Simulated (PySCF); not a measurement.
# `CC1(C)CC1`, C$_{5}$H$_{10}$

Geometry:
| atom | x (Å) | y (Å) | z (Å) |
| --- | --- | --- | --- |
| C1 | -1.339 | -0.761 | -0.108 |
| C2 | 0.002 | -0.083 | -0.027 |
| C3 | 1.157 | -0.916 | -0.516 |
| C4 | 0.055 | 1.395 | -0.266 |
| C5 | 0.248 | 0.848 | 1.121 |
| H6 | -1.579 | -1.033 | -1.140 |
| H7 | -2.135 | -0.109 | 0.260 |
| H8 | -1.352 | -1.677 | 0.490 |
| H9 | 2.101 | -0.372 | -0.431 |
| H10 | 1.023 | -1.194 | -1.566 |
| H11 | 1.249 | -1.839 | 0.065 |
| H12 | 0.921 | 1.799 | -0.776 |
| H13 | -0.873 | 1.910 | -0.483 |
| H14 | 1.244 | 0.883 | 1.546 |
| H15 | -0.551 | 0.995 | 1.839 |

Theory: PySCF 2.14.0, quadratic response CAM-B3LYP/def2-TZVPD first hyperpolarisability, Taylor convention, gas phase. Geometry: PBE0-D3(BJ)/def2-TZVP.

(1) Give the tensor of the second harmonic β(−2ω;ω,ω) at 1907 nm in the axes of these coordinates.

## Answers

(1) In au, Taylor convention; rows are the first index (the induced dipole):
|  | xx | yy | zz | xy | xz | yz |
| --- | --- | --- | --- | --- | --- | --- |
| x | -1.1 | +1.6 | +3.5 | -2.8 | -0.5 | +2.3 |
| y | -2.8 | +23.9 | +11.1 | +1.6 | +2.3 | -2.1 |
| z | -0.5 | -2.0 | +14.7 | +2.3 | +3.5 | +10.9 |

Norm of βᵢ = ⅓ Σⱼ (βᵢⱼⱼ + βⱼᵢⱼ + βⱼⱼᵢ): 34.5 au, hyper-Rayleigh value 14.5 au.
